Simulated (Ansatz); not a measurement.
A nudged elastic band was laid between two geometries of AlH5S (7 atoms, charge 0, multiplicity 1).

Computed with RKS B3LYP/def2-mTZVP in Ansatz.

```json
{
  "movable images": "7",
  "climbing image": "yes",
  "spring": "5.0 eV/Å²",
  "optimiser": "quadratic models (default)",
  "start path": "through a guess of the saddle point",
  "force threshold": "0.2 eV/Å",
  "iteration limit": "60",
  "end points": "relaxed"
}
```

Initial state:

```xyz
7
Properties=species:S:1:pos:R:3
Al -0.037 0.094 -0.012
H -0.561 0.580 1.411
H 1.510 0.255 -0.348
H -1.086 -0.043 -1.201
S 0.089 -2.464 0.487
H -1.132 -2.635 1.046
H 0.717 -2.430 1.686
```

Final state:

```xyz
7
Properties=species:S:1:pos:R:3
Al 0.073 -0.772 -0.656
H 0.127 0.514 2.873
H 1.472 -0.063 -0.800
H -1.325 -0.044 -0.712
S 0.131 -2.950 -0.362
H -1.212 -3.122 -0.294
H 0.232 -0.206 3.020
```

Task: What changes between the two ends?

Result: Bonds broken: Al1–H2, S5–H7. Bonds formed: H2–H7. AlH5S becomes AlH3S + H2.

Task: What energy profile does the band end with?

Result: The forces met the threshold. The highest image is number 3 of 0 to 8, 0.65 eV above the first end and 1.20 eV above the last; the last end lies 0.55 eV below the first. The threshold of 0.2 eV/Å is loose, so the images may lie well off the minimum-energy path. Another band between the same ends (7 images) ends at a top of the same energy, where a vibrational analysis finds 1 clearly imaginary mode. The orbitals stay closed-shell, which can raise the energy where a bond breaks towards radicals; this wasn't checked here.

| image | path coordinate (Å) | energy (eV) | Al1–H2 (Å) | S5–H7 (Å) | H2–H7 (Å) |
| --- | --- | --- | --- | --- | --- |
| 0 | 0.00 | 0.00 | 1.59 | 1.35 | 3.28 |
| 1 | 0.74 | 0.02 | 1.59 | 1.35 | 2.96 |
| 2 | 1.48 | 0.20 | 1.60 | 1.36 | 2.05 |
| 3 | 2.22 | 0.65 | 1.71 | 1.60 | 1.17 |
| 4 | 2.83 | -0.10 | 2.03 | 2.24 | 0.78 |
| 5 | 3.44 | -0.44 | 2.44 | 2.82 | 0.75 |
| 6 | 4.06 | -0.53 | 2.85 | 3.31 | 0.74 |
| 7 | 4.67 | -0.55 | 3.32 | 3.78 | 0.74 |
| 8 | 5.28 | -0.55 | 3.76 | 4.36 | 0.74 |

Task: What is the geometry of the highest image?

Result: 
```xyz
7
Properties=species:S:1:pos:R:3
Al 0.103 -0.223 -0.081
H -0.125 -0.056 1.605
H 1.556 0.234 -0.477
H -1.257 0.002 -0.845
S 0.270 -2.557 0.704
H -1.057 -2.831 0.633
H 0.010 -1.212 1.532
```

Time of the run: 99 s on 1 thread of Arm Neoverse V2 (shared host), peak memory 0.1 GiB.
